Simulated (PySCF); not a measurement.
propyne (C3H4), SMILES C#CC. Heavy atoms are numbered as in [CH3:1][C:2]#[CH:3]. Hydrogens are named by the atom that carries them.

Coordinates come from a B3LYP-D3(BJ)/def2-TZVP optimisation.

All values below come from PySCF with PBE/def2-TZVPD.

Mulliken values depend strongly on the basis, most of all with diffuse functions as here. ESP charges are fitted to the potential on shells at 1.4 to 2.0 van der Waals radii. Atomic charges (e), one atom of each kind:

| atom | meta-Löwdin | Mulliken | ESP fit |
|---|---|---|---|
| C1 (CH3) | [?] | -0.73 | -0.62 |
| C2 | -0.02 | -0.04 | 0.37 |
| C3 (CH) | -0.24 | -0.16 | -0.69 |
| H on C1 | [?] | 0.21 | 0.19 |
| H on C3 | [?] | 0.29 | 0.36 |

Problem. What belongs in the gaps? (An estimate is asked for; the answer gives what the named calculation found.)

Solution. 
- C1 (CH3), meta-Löwdin: -0.35
- H on C1, meta-Löwdin: 0.15
- H on C3, meta-Löwdin: 0.17
